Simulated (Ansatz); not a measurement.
Antiferromagnetic bcc Cr, treated with PBEsol (Ansatz, a quantum-chemistry and plane-wave program, PAW).

Numerical settings: plane-wave cutoff 500 eV, 26×26×26 k mesh, Fermi–Dirac smearing 0.1 eV, no spin polarisation, no spin polarisation, scalar-relativistic PAW data made under PBE.

Computed at the level's own relaxed cell.

**Question.** Give the computed equilibrium volume per atom and lattice constant a.

**Answer.** 
- equilibrium volume per atom: 11.15 Å³/atom
- lattice constant a: 2.815 Å

Measured, for comparison: equilibrium volume per atom 11.91 Å³/atom, lattice constant a 2.877 Å (corrected for temperature and zero-point phonon effects; as tabulated in Levämäki et al. (2014), arXiv:1402.3671). Computed (rounded) less measured: equilibrium volume per atom -6.4 %, lattice constant a -2.2 %.

Note: the commensurate order stands in for chromium's spin-density wave, and the size of the moments varies much between levels.

The computed numbers hold no vibrational or temperature effects.
